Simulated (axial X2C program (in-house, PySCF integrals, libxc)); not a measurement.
## Low determinants of PF⁺ at the PBE0 level, 2c

All values were computed with an in-house relativistic program for diatomic molecules. Two-component (2c) means X2C with spin–orbit coupling and atomic mean-field two-electron Coulomb and Gaunt terms. Basis: P dyall-v3z [8s7p2d1f], F dyall-av3z [7s6p3d2f] (cores contracted in-house); Gaussian nuclei, density fitting, unrestricted open shells. Masses: P 30.974 u, F 18.998 u.

Search at 1.524 Å (vertical energies from the lowest determinant):

```json
{"ΔE (eV)": "0.00", "state": "Ω = 1/2", "electrons beyond evenly filled partner blocks": "ω = 1/2", "electrons in ±ω = 1/2, 3/2, 5/2, 7/2": "19 4 0 0"}
{"ΔE (eV)": "0.04", "state": "Ω = 3/2", "electrons beyond evenly filled partner blocks": "ω = 3/2", "electrons in ±ω = 1/2, 3/2, 5/2, 7/2": "18 5 0 0"}
{"ΔE (eV)": "6.28", "state": "Ω = 1/2", "electrons beyond evenly filled partner blocks": "2 × ω = -1/2, ω = 3/2", "electrons in ±ω = 1/2, 3/2, 5/2, 7/2": "18 5 0 0"}
{"ΔE (eV)": "7.43", "state": "Ω = 5/2", "electrons beyond evenly filled partner blocks": "ω = -1/2, 2 × ω = 3/2", "electrons in ±ω = 1/2, 3/2, 5/2, 7/2": "19 4 0 0"}
{"ΔE (eV)": "8.71", "state": "Ω = 3/2", "electrons beyond evenly filled partner blocks": "ω = 3/2", "electrons in ±ω = 1/2, 3/2, 5/2, 7/2": "20 3 0 0"}
```

Lowest determinant, Ω = 1/2 (⟨Sz⟩ = -0.50, ⟨Lz⟩ = 1.00 at PBE0): Re = 1.520 Å, ωe = 1041.9 cm⁻¹.

The determinant in row 2 of the search, Ω = 3/2 (⟨Sz⟩ = 0.50, ⟨Lz⟩ = 1.00 at PBE0), was followed along the bond at PBE0; measured from the minimum of the lowest determinant it gives:

Te = 0.041 eV (334 cm⁻¹), Re = 1.520 Å, ωe = 1042.0 cm⁻¹.

(1) Compare the bond of the determinant in row 2 with that of the lowest one.

The search compares states at one distance, so a state with another bond length can lie lower; it is not exhaustive and yields mostly the lowest determinant of each block pattern, so other components and higher states of one pattern are missing. These are energies of single determinants, not of spin-adapted states; PBE0 term energies can be off by some tenths of an eV, and the functional has no current term.

## Answers

(1) At PBE0 its Re is the same within 0.001 Å and its force constant, which goes as ωe², is 1.00 times that of the lowest determinant. T0 ≈ Te + Δωe/2 = 334 + (0) = 334 cm⁻¹.
